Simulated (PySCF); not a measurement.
## Computed NMR parameters against published values

Geometry (Å), atoms numbered from 1 in this order:
```xyz
9

C     1.2969    0.4164   -0.2352
C     0.3153   -0.1183    0.4767
C    -1.0980   -0.2478    0.0243
H     1.1193    0.8073   -1.2326
H     2.3083    0.4832    0.1488
H     0.5382   -0.4985    1.4719
H    -1.7777    0.2742    0.7051
H    -1.2352    0.1613   -0.9783
H    -1.4116   -1.2965    0.0135
```

Published estimates (parent shift plus substituent increments) and measurements: δ ¹³C C2 136.2; C1 115.9 ppm (estimated from measurements, as parent shift plus tabulated substituent increment; solution, not stated per compound (mostly CDCl3 or CCl4); Pretsch, Buehlmann, Badertscher, Structure Determination of Organic Compounds, 4th ed. (2009)).
δ ¹³C C2 136.0; C1 116.4; C3 19.6; δ ¹H H6 5.87; H4 5.03; H5 4.93; H7/H8/H9 1.70 ppm (measured; solution, TFE-d3, 298 K; Fulmer et al., Organometallics 2010, 29, 2176).
δ ¹³C C2 133.6; C1 115.9; C3 19.3 ppm (measured; solution, C6D5Cl, 298 K; Fulmer et al., Organometallics 2010, 29, 2176).
δ ¹³C C2 134.8; C1 116.1; C3 19.5; δ ¹H H6 5.85; H4 5.04; H5 4.93; H7/H8/H9 1.70 ppm (measured; solution, CD3CN, 298 K; Fulmer et al., Organometallics 2010, 29, 2176). Coupling constants: ³J(H5,H6) (cis) 10.0 Hz, ³J(H4,H6) (trans) 16.8 Hz, ³J(H6,H5) (cis) 10.0 Hz, ³J(H6,H4) (trans) 16.8 Hz, ²J(H4,H5) 2.1 Hz, ¹J(C2,H6) 152.0 Hz.

- geometry: PBE0-D3(BJ)/def2-TZVP
- NMR shieldings at B97-2/pcSseg-2/GIAO
- J: B3LYP/pcJ-2
- code: PySCF
- one computed conformer, one averaged value for each set of equivalent atoms, no solvent model, relativity neglected

(1) Set the calculated values beside the experiment.

(2) How far are the unscaled ¹³C shifts from the references?

(3) How far are the unscaled ¹H shifts from the references?

Results:

(1) 
Reference values: estimated from measurements, as parent shift plus tabulated substituent increment (solution, not stated per compound (mostly CDCl3 or CCl4); Pretsch, Buehlmann, Badertscher, Structure Determination of Organic Compounds, 4th ed. (2009)).
```json
{"atoms": "C2", "quantity": "δ ¹³C", "reference": "136.2", "computed": "145.1", "computed, scaled": "137.9"}
{"atoms": "C1", "quantity": "δ ¹³C", "reference": "115.9", "computed": "122.4", "computed, scaled": "116.1"}
```

Reference values: measured (solution, TFE-d3, 298 K; Fulmer et al., Organometallics 2010, 29, 2176).
```csv
atoms,quantity,reference,computed,"computed, scaled"
C2,δ ¹³C,136.0,145.1,137.9
C1,δ ¹³C,116.4,122.4,116.1
C3,δ ¹³C,19.6,23.5,20.6
H6,δ ¹H,5.87,6.26,6.02
H4,δ ¹H,5.03,5.35,5.16
H5,δ ¹H,4.93,5.25,5.07
H7/H8/H9,δ ¹H,1.70,1.85,1.88
```

Reference values: measured (solution, C6D5Cl, 298 K; Fulmer et al., Organometallics 2010, 29, 2176).
| atoms | quantity | reference | computed | computed, scaled |
| --- | --- | --- | --- | --- |
| C2 | δ ¹³C | 133.6 | 145.1 | 137.9 |
| C1 | δ ¹³C | 115.9 | 122.4 | 116.1 |
| C3 | δ ¹³C | 19.3 | 23.5 | 20.6 |

Reference values: measured (solution, CD3CN, 298 K; Fulmer et al., Organometallics 2010, 29, 2176).
```tsv
atoms	quantity	reference	computed	computed, scaled
C2	δ ¹³C	134.8	145.1	137.9
C1	δ ¹³C	116.1	122.4	116.1
C3	δ ¹³C	19.5	23.5	20.6
H6	δ ¹H	5.85	6.26	6.02
H4	δ ¹H	5.04	5.35	5.16
H5	δ ¹H	4.93	5.25	5.07
H7/H8/H9	δ ¹H	1.70	1.85	1.88
```

Computed shifts are σ(ref) − σ with the named reference compound (TMS for H and C) calculated as an isolated molecule at the same level. The measured values may be among those fitted. Scaled to experiment by linear calibration (H and C: mostly CDCl3 data, vs TMS): ¹H: δ = 29.81 − 0.938σ (rms 0.14 ppm, 293 shifts, 0.16 ppm with the 4 outliers that the fit left out); ¹³C: δ = 176.83 − 0.965σ (rms 2.0 ppm, 507 shifts, 2.1 ppm with the 1 outlier that the fit left out). A few per cent of atoms miss by over 2 rms, more outside the fitted compound classes.

Coupling constants in Hz:
```tsv
coupling	reference	computed	source
³J(H5,H6) cis	10.0	11.8	measured; UCL NMR lecture notes, Spin-Spin Coupling (L3_3_97)
³J(H4,H6) trans	16.8	18.2	measured; UCL NMR lecture notes, Spin-Spin Coupling (L3_3_97)
³J(H6,H5) cis	10.0	11.8	measured; solution (compiled); Pretsch, Buehlmann, Badertscher, Structure Determination of Organic Compounds, 4th ed., Springer 2009
³J(H6,H4) trans	16.8	18.2	measured; solution (compiled); Pretsch, Buehlmann, Badertscher, Structure Determination of Organic Compounds, 4th ed., Springer 2009
²J(H4,H5)	2.1	3.2	measured; solution (compiled); Pretsch, Buehlmann, Badertscher, Structure Determination of Organic Compounds, 4th ed., Springer 2009
¹J(C2,H6)	152.0	157.4	measured; liquid or solution (compiled); San Fabian, Garcia de la Vega, Suardiaz et al., Magn. Reson. Chem. 2013, 51, 775 (SI)
```

(2) Mean signed difference +7.02 ppm, mean absolute 7.02 ppm over 11 comparisons; the largest is +11.5 ppm at C2 (alkene CH).

(3) Mean signed difference +0.30 ppm, mean absolute 0.30 ppm over 8 comparisons; the largest is +0.41 ppm at H6 (hydrogen on an alkene CH).

25 of the 100 published NMR values on file for this molecule are compared. The rest: values from further sources, protons in aromatic solvents, values whose atom or origin is in doubt.
